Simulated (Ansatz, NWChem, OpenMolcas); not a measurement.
A ladder of methods for PH3 (phosphine)

PH3: 4 atoms, total charge 0, spin state singlet. SMILES: `P`. The shape is that of a PBE0-D4/def2-TZVP optimisation.

Each level gives the vertical energy of the triplet above the singlet (eV). The values are calculated.

```csv
level,kind,program,value (eV),CPU time (all runs)
HF/aug-cc-pVTZ,Hartree–Fock,Ansatz,5.37,20 s
B3LYP/aug-cc-pVTZ,global hybrid,OpenMolcas,5.91,2.3 min
M06-2X/aug-cc-pVTZ,hybrid meta-GGA,NWChem,6.03,4.5 min
wB97X/aug-cc-pVTZ,range-separated hybrid,Ansatz,6.08,2.5 min
RPA@PBE/aug-cc-pVTZ,RPA,Ansatz,5.89,37 s
RPA@PBE0/aug-cc-pVTZ,RPA,Ansatz,5.92,42 s
MP2/aug-cc-pVTZ,perturbation theory,Ansatz,6.04,14 s
BCCD(T)/aug-cc-pVTZ,coupled cluster or CI,Ansatz,6.04,1.7 min
"FCI/STO-3G, open shells restricted",exact in the basis,OpenMolcas,9.84,3.9 s
```

The values span 5.37 to 9.84 eV. A triplet this far above the singlet is often a Rydberg-like or dissociative state; sets without diffuse functions put Rydberg states too high. High-level rows in very small sets aren't better than simpler rows in larger ones. CPU times are rough (shared hosts, several kinds of processor and program).
